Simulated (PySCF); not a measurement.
C4H6ClN.
SMILES with atom numbers: `[H]/[N:4]=[CH:3]\[C:2]([CH3:1])=[CH:5]\[Cl:6]` (hydrogens: H7, H8, H9 on C1; H10 on C3; H11 on N4; H12 on C5)

The same species was optimised twice, with GFN2-xTB and with PBE0-D3(BJ)/def2-SVP (PySCF), and the same property calculations (PySCF, gas phase) were run on both structures.

```
     coordinate  GFN2-xTB  PBE0-D3(BJ)/def2-SVP  change
      C3=N4 (Å)     1.258                 1.271  +0.013
      C2=C5 (Å)     1.335                 1.345  +0.010
      C2–C3 (Å)     1.469                 1.475  +0.006
      C1–C2 (Å)     1.497                 1.493  -0.004
     C5–Cl6 (Å)     1.715                 1.717  +0.002
   C3–C2–C5 (°)     117.8                 116.4    -1.4
   C2–C3–N4 (°)     128.4                 127.6    -0.8
   C1–C2–C3 (°)     118.1                 118.9    +0.8
   C1–C2–C5 (°)     124.1                 124.7    +0.6
  C2–C5–Cl6 (°)     124.6                 124.9    +0.3
C1–C2–C3–N4 (°)         0                     1      +1
```

Rotational constants: A = 8472, B = 1416, C = 1222 MHz (GFN2-xTB) against A = 8312, B = 1409, C = 1214 MHz (PBE0-D3(BJ)/def2-SVP). Point groups within 0.08 Å: Cs and Cs. Atoms that the bonding makes alike are paired by their places after alignment.

On the GFN2-xTB structure: lowest singlet, TDDFT (eV) 4.73 [CAM-B3LYP/def2-SVPD]; lowest triplet, Tamm–Dancoff (eV) 3.44 [CAM-B3LYP/def2-SVPD]; isotropic polarisability (au) 73.7 [CAM-B3LYP/def2-SVPD]; HOMO (eV) -8.74 [CAM-B3LYP/def2-SVPD]; LUMO (eV) -0.39 [CAM-B3LYP/def2-SVPD]; dipole (D) 1.42 [CAM-B3LYP/def2-SVPD]; HOMO (eV) -7.46 [PBE0/pcSseg-1]; LUMO (eV) -1.43 [PBE0/pcSseg-1]; dipole (D) 1.39 [PBE0/pcSseg-1]; GIAO shielding of C1 (ppm) 174.5 [PBE0/pcSseg-1]; GIAO shielding of C2 (ppm) 43.2 [PBE0/pcSseg-1]; GIAO shielding of C3 (ppm) 17.5 [PBE0/pcSseg-1]; GIAO shielding of N4 (ppm) -81.3 [PBE0/pcSseg-1]; GIAO shielding of C5 (ppm) 42.5 [PBE0/pcSseg-1]; GIAO shielding of Cl6 (ppm) 741.5 [PBE0/pcSseg-1].

Task: What do these properties become on the PBE0-D3(BJ)/def2-SVP structure?

Result: 
```csv
property,level,on GFN2-xTB,on PBE0-D3(BJ)/def2-SVP,change
"lowest singlet, TDDFT (eV)",CAM-B3LYP/def2-SVPD,4.73,4.86,+0.13
"lowest triplet, Tamm–Dancoff (eV)",CAM-B3LYP/def2-SVPD,3.44,3.36,-0.08
isotropic polarisability (au),CAM-B3LYP/def2-SVPD,73.7,74.5,+0.8
HOMO (eV),CAM-B3LYP/def2-SVPD,-8.74,-8.72,+0.02
LUMO (eV),CAM-B3LYP/def2-SVPD,-0.39,-0.44,-0.05
dipole (D),CAM-B3LYP/def2-SVPD,1.42,1.55,+0.13
"energy, GFN2-xTB geometry as zero (kcal/mol)",CAM-B3LYP/def2-SVPD,0.0,-0.6,-0.6
HOMO (eV),PBE0/pcSseg-1,-7.46,-7.45,+0.01
LUMO (eV),PBE0/pcSseg-1,-1.43,-1.49,-0.06
dipole (D),PBE0/pcSseg-1,1.39,1.51,+0.12
"energy, GFN2-xTB geometry as zero (kcal/mol)",PBE0/pcSseg-1,0.0,-0.6,-0.6
GIAO shielding of C1 (ppm),PBE0/pcSseg-1,174.5,173.4,-1.1
GIAO shielding of C2 (ppm),PBE0/pcSseg-1,43.2,41.1,-2.1
GIAO shielding of C3 (ppm),PBE0/pcSseg-1,17.5,12.1,-5.4
GIAO shielding of N4 (ppm),PBE0/pcSseg-1,-81.3,-81.6,-0.3
GIAO shielding of C5 (ppm),PBE0/pcSseg-1,42.5,40.1,-2.4
GIAO shielding of Cl6 (ppm),PBE0/pcSseg-1,741.5,737.5,-4.0
```

The heavy atoms differ by 0.014 Å rms after alignment. Among bonds between heavy atoms C3=N4 changes most (+0.013 Å). Changes are differences of the printed values. Neither structure is proved a minimum here.

Conformer computed: `[H]/[N:4]=[CH:3]\[C:2]([CH3:1])=[CH:5]\[Cl:6]`: C1–C2–C3–N4 1°.
